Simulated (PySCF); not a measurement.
Species: C5H8S.
SMILES: `S=C1CCCC1`

The closed-shell ground state was solved at several levels (PySCF, density fitting, gas phase, non-relativistic). One conformer (not necessarily the lowest) at the PBE0-D3(BJ)/def2-SVP geometry, without solvent, vibrations or thermal averaging.

| level | basis functions | total energy (Eh) | HOMO (eV) | LUMO (eV) | gap (eV) | dipole (D) |
| --- | --- | --- | --- | --- | --- | --- |
| B3LYP/def2-SVPD | 191 | -593.2952 | -6.00 | -2.15 | 3.85 | 3.25 |
| PBE0/pcSseg-1 | 149 | -593.1075 | -6.19 | -1.88 | 4.31 | 3.10 |

Problem. What might CAM-B3LYP/pcSseg-2 (335 basis functions) give for the same quantities?

Solution. Total energy -593.5134 Eh, HOMO -7.52 eV, LUMO -0.78 eV, gap 6.74 eV, dipole 3.25 D.

Problem. Over all these levels, which gives the widest orbital gap and which the narrowest?

Solution. CAM-B3LYP/pcSseg-2 (range-separated hybrid) has the widest, 6.74 eV, and B3LYP/def2-SVPD (global hybrid, 20 % exact exchange) the narrowest, 3.85 eV. Functional and basis both differ between the two, so the spread mixes both effects.

Problem. How far do the dipole and the HOMO energy spread over the levels?

Solution. The dipole runs from 3.10 to 3.25 D (mean 3.20 D) and the HOMO from -7.52 to -6.00 eV.
